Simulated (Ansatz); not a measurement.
**C2H2O: short molecular-dynamics run, by script**

How does C2H2O move over a short run? Aim: a short molecular-dynamics run, for C2H2O, run from a script. SMILES: C#CO.

Computed with Ansatz 0.2.0, driven from Python. Level of theory: BLYP/def2-SVP.

## (1) Starting point

Bond lengths: C1–C2 1.145 Å, C2–O3 1.294 Å, C1–H4 1.057 Å, O3–H5 0.999 Å. Angles: C1–C2–O3 178.1°, C2–C1–H4 175.2°, C2–O3–H5 111.4°.

The script holds or builds the structure itself.

## (2) The script

md_c2h2o.py reads:

```python
# -*- coding: utf-8 -*-
'''A short Born-Oppenheimer trajectory of C2H2O.'''

from dataclasses import dataclass
import logging
import sys

import ansatz as az
from ase import Atoms
import numpy as np

logging.basicConfig(stream=sys.stdout, format='[%(levelname)s] %(message)s')
log = logging.getLogger('run')
log.setLevel(logging.INFO)


@dataclass(frozen=True)
class Settings:
    basis: str = 'def2-SVP'
    functional: str = 'BLYP'
    n_steps: int = 20
    temperature_k: int = 800


cfg = Settings()


def main():
    atoms = Atoms(['C', 'C', 'O', 'H', 'H'], positions=[
        (-0.9958, -0.0098, -0.4125),
        (-0.0222, -0.0771, 0.1863),
        (1.0823, -0.1942, 0.8512),
        (-1.8855, 0.1399, -0.9638),
        (1.8711, 0.0676, 0.2973),
    ])
    system = az.Crystal.molecule_from_ase(atoms)

    job = (
        system.calculation()
        .basis(gaussian=cfg.basis)
        .functional(cfg.functional)
        .accuracy('medium')
    )
    symbols = [site.symbol for site in system.cartesian_sites]
    start = np.array([site.position_ang for site in system.cartesian_sites], dtype=float)
    data = job.relax(force_tolerance=0.02).run(threads=1).report
    end = np.array(data['positions_ang'])
    minimum = az.Crystal.molecule()
    for symbol, place in zip(symbols, end):
        minimum = minimum.atom(symbol, place.tolist())

    # dynamics from the relaxed geometry
    job = (
        minimum.calculation()
        .basis(gaussian=cfg.basis)
        .functional(cfg.functional)
        .accuracy('medium')
        .md('nvt_langevin', timestep=0.5, steps=cfg.n_steps, temperature=cfg.temperature_k, initial_velocities='maxwell_boltzmann', seed=37, friction=0.05)
    )
    frames = []
    res = job.session().plan().execute(on_event=lambda e: frames.append(e['data']) if e['event'] == 'md_step' else None)
    log.info('t (fs)   E_pot (eV)      E_kin (eV)   T (K)   d(0-1) (A)')
    for f in frames[::3]:
        xyz = np.array(f['positions_ang'])
        log.info(f'{f["time_fs"]:6.2f} {f["lagrangian_ev"]:14.5f} {f["e_kin_ev"]:10.5f} {f["temperature_k"]:8.1f} {np.linalg.norm(xyz[0] - xyz[1]):9.4f}')
    print('mean temperature', round(float(np.mean([f['temperature_k'] for f in frames])), 1), 'K')


if __name__ == '__main__':
    main()
```

## (3) The calls as engine input

The package turns the script's settings into the engine's input (first run):

```yaml
crystal:
  periodic: [false, false, false]
  atoms:
    - { symbol: C, position_ang: [-0.9958, -0.0098, -0.4125] }
    - { symbol: C, position_ang: [-0.0222, -0.0771, 0.1863] }
    - { symbol: O, position_ang: [1.0823, -0.1942, 0.8512] }
    - { symbol: H, position_ang: [-1.8855, 0.1399, -0.9638] }
    - { symbol: H, position_ang: [1.8711, 0.0676, 0.2973] }
accuracy: medium
basis:
  gaussian:
    orbitals: def2-SVP
hamiltonian:
  xc: blyp
relax:
  f_tol: 0.02
```

## (4) Running it

Started as:

```sh
$ python md_c2h2o.py
```

Q: Predict the main results. Wanted: moves of the relaxation of run 1; energy gained in run 1; last largest force component of run 1; mean temperature, second half; farthest move.

As calculated:

| quantity | value |
| --- | --- |
| runs compared | 2 |
| moves of the relaxation of run 1 | 4 |
| energy gained in run 1 | 0.384 eV |
| last largest force component of run 1 | 0.0135 eV/Å |
| length of the run | 20 steps, 10 fs |
| mean temperature, second half | 320 K |
| farthest move | 0.34 Å |

Run 1: The relaxation took 4 moves; the largest shift is 0.082 Å, of atom 4 (H). The temperature swings between 221 and 825 K, with a mean of 320 K in the second half; from a start near a minimum about half of the kinetic energy passes into potential energy. A run of 10 fs is far too short for averages. What to keep in mind:
- The trajectory is only some femtoseconds long, and gives no averages; where the script doesn't relax first, it starts from a rough generated geometry.
- The printed temperature counts all 3N degrees of freedom under Langevin dynamics, so the first row lies under the target.
